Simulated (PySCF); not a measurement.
C₃H₅Cl.
Bonds: C1–C2 (double), C2–C3, C3–Cl4. Hydrogens: H5, H6 on C1; H7 on C2; H8, H9 on C3.

A calculation gives these core lines: C 1s: 290.63 (area 1), 291.06 (area 1), 292.48 (area 1) eV; Cl 1s: 2828.32 eV; Cl 2p3/2: 205.73 eV.

Computed with delta-SCF UKS SCAN, pcX-2 on the ionised atom, pcseg-1 elsewhere, spin-free X2C (PySCF 2.14.0). One conformer (not necessarily the lowest) at the GFN2-xTB geometry, without solvent, vibrations or thermal averaging.

Q: Which carbon gives which C 1s line?

A: 290.63 eV: C1 (terminal =CH2 carbon); 291.06 eV: C2 (alkene CH carbon); 292.48 eV: C3 (sp3 C–Cl carbon). The listed C 1s values span 1.85 eV, from C1 (bonded to C (double bond) and 2 H) to C3 (bonded to Cl, C and 2 H). The widest gap between neighbouring values is 1.42 eV, between 291.06 and 292.48 eV. Summing the Pauling electronegativity differences to the bonded atoms, each weighted by its formal bond order, gives -0.70 for the lowest site and -0.09 for the highest; no listed site has a larger sum than the highest.

Bonded neighbours of each site: C1: C (double bond) and 2 H; C2: C (double bond), C and H; C3: Cl, C and 2 H; Cl4: C.

Q: What is the longest wavelength that can ionise Cl 2p3/2 of Cl4 vertically?

A: λ = hc/E = 12398.42 eV Å / 205.73 eV = 60.265 Å.

Spin–orbit and ligand-field terms were added within each 2p shell after the spin-free SCF. 2p1/2 minus 2p3/2 (ligand field included): Cl 1.65 eV.

The values belong to the conformer `[CH2:1]=[CH:2][CH2:3][Cl:4]`: C1–C2–C3–Cl4 -114°.
